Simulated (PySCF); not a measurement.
Species: C3H7OP.
Structure used (PBE0-D3(BJ)/def2-SVP), in Å, numbered top down from 1:
```xyz
12
C3H7OP angstrom
C     -1.5011    0.3405   -0.2686
P     -0.1744    1.5295    0.2506
C      1.2228    0.3694    0.7313
C      1.5482   -0.7384   -0.2391
O      1.8680    0.5710    1.7286
H     -1.6456   -0.4979    0.4280
H     -1.2655   -0.0549   -1.2676
H     -2.4477    0.8947   -0.3530
H     -0.5890    1.7669    1.5907
H      2.5053   -1.1971    0.0435
H      0.7571   -1.5048   -0.2165
H      1.6004   -0.3530   -1.2695
```

The calculation used core-valence-separated Tamm–Dancoff BHandHLYP/aug-pcX-1 (pcseg-1 on H, def2-SVPD on P) in PySCF, non-relativistic, gas phase, PBE0-D3(BJ)/def2-SVP geometry. Absolute energies from this functional tend to lie a few eV below measured edges; no shift was applied.

The lowest roots of each edge with f over 0.003 (five at most, numbered afresh; weaker and dark ones are left out), with transition dipoles (au) in the frame of the coordinates:

```csv
root,edge,E (eV),f,μx,μy,μz
1,C,283.37,0.0787,0.0656,0.0644,-0.0538
2,C,285.28,0.0143,0.0292,0.0290,0.0186
3,C,285.73,0.0096,-0.0040,-0.0193,-0.0314
4,C,285.86,0.0209,0.0338,0.0353,0.0243
5,C,286.32,0.0316,0.0225,0.0399,-0.0491
6,O,528.51,0.0502,-0.0373,-0.0386,0.0317
7,O,534.47,0.0032,0.0066,-0.0036,0.0137
8,O,534.68,0.0036,0.0124,-0.0108,-0.0010
9,O,535.17,0.0043,-0.0137,0.0030,-0.0115
```

**Question.** Molecules are fixed in this frame and the field points along (0, 1, 1)/√2. What effective strengths 3 f cos²θ do the roots have (θ between field and μ)?

**Answer.** root 1 (C3): 0.001, root 2 (C1): 0.024, root 3 (C4): 0.027, root 4 (C1): 0.037, root 5 (C4): 0.001, root 6 (O5): 0.001, root 7 (O5): 0.002, root 8 (O5): 0.003, root 9 (O5): 0.001. Root 4 is the strongest. Averaged over all orientations cos²θ is 1/3, which gives f back.

One conformer stands for the species.
